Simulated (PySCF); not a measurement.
Below is a simulated gas-phase P 2p photoelectron spectrum of `CP(C)(C)=O`.

Every computed line was given a Gaussian of 0.8 eV full width at half maximum and an area set by the number of equivalent atoms (split 2:1 within a doublet); the highest printed point is 100. Level of theory: PySCF, delta-SCF UKS SCAN, pcX-3 on the ionised atom, pcseg-2 elsewhere, spin-free X2C.

```json
{"binding energy (eV)": "136.3", "intensity": "0"}
{"binding energy (eV)": "136.4", "intensity": "1"}
{"binding energy (eV)": "136.5", "intensity": "1"}
{"binding energy (eV)": "136.6", "intensity": "3"}
{"binding energy (eV)": "136.7", "intensity": "6"}
{"binding energy (eV)": "136.8", "intensity": "12"}
{"binding energy (eV)": "136.9", "intensity": "21"}
{"binding energy (eV)": "137.0", "intensity": "34"}
{"binding energy (eV)": "137.1", "intensity": "50"}
{"binding energy (eV)": "137.2", "intensity": "68"}
{"binding energy (eV)": "137.3", "intensity": "84"}
{"binding energy (eV)": "137.4", "intensity": "95"}
{"binding energy (eV)": "137.5", "intensity": "100"}
{"binding energy (eV)": "137.6", "intensity": "97"}
{"binding energy (eV)": "137.7", "intensity": "88"}
{"binding energy (eV)": "137.8", "intensity": "77"}
{"binding energy (eV)": "137.9", "intensity": "66"}
{"binding energy (eV)": "138.0", "intensity": "58"}
{"binding energy (eV)": "138.1", "intensity": "55"}
{"binding energy (eV)": "138.2", "intensity": "54"}
{"binding energy (eV)": "138.3", "intensity": "54"}
{"binding energy (eV)": "138.4", "intensity": "52"}
{"binding energy (eV)": "138.5", "intensity": "48"}
{"binding energy (eV)": "138.6", "intensity": "41"}
{"binding energy (eV)": "138.7", "intensity": "32"}
{"binding energy (eV)": "138.8", "intensity": "23"}
{"binding energy (eV)": "138.9", "intensity": "16"}
{"binding energy (eV)": "139.0", "intensity": "10"}
{"binding energy (eV)": "139.1", "intensity": "5"}
{"binding energy (eV)": "139.2", "intensity": "3"}
{"binding energy (eV)": "139.3", "intensity": "1"}
{"binding energy (eV)": "139.4", "intensity": "1"}
{"binding energy (eV)": "139.5", "intensity": "0"}
```

Question: How many maxima does the curve show, and how many computed lines lie under it?

Answer: The curve has 1 maximum (at 137.5 eV). Under it lie 2 lines from 1 inequivalent phosphorus site, drawn as a 2p3/2, 2p1/2 pair. At this width some lines have no maximum of their own.

Question: Decompose the envelope and assign each component. Numbering: `[CH3:1][P:2]([CH3:3])([CH3:4])=[O:5]`.

Answer: 
| position (eV) | relative area | line | atoms | environment |
| --- | --- | --- | --- | --- |
| 137.49 | 0.67 | P 2p3/2 | P2 | phosphoryl phosphorus |
| 138.39 | 0.33 | P 2p1/2 | P2 | phosphoryl phosphorus |

Question: What are the centre and the root-mean-square width of the whole band?

Answer: The area-weighted mean of the lines is 137.79 eV. Their own spread about it is 0.42 eV (rms) and each Gaussian has σ = 0.8/2.355 = 0.34 eV; the variances add, which gives 0.54 eV.

The curve has no shake-up lines and no vibrational structure. 2p3/2 and 2p1/2 are the ΔSCF energy of one spin-free 2p hole plus the eigenvalues of a spin–orbit and ligand-field matrix of the shell. 2p1/2 minus 2p3/2 (ligand field included): P 0.89 eV. Isolated species at its PBE0-D3(BJ)/def2-TZVP geometry, gas phase.
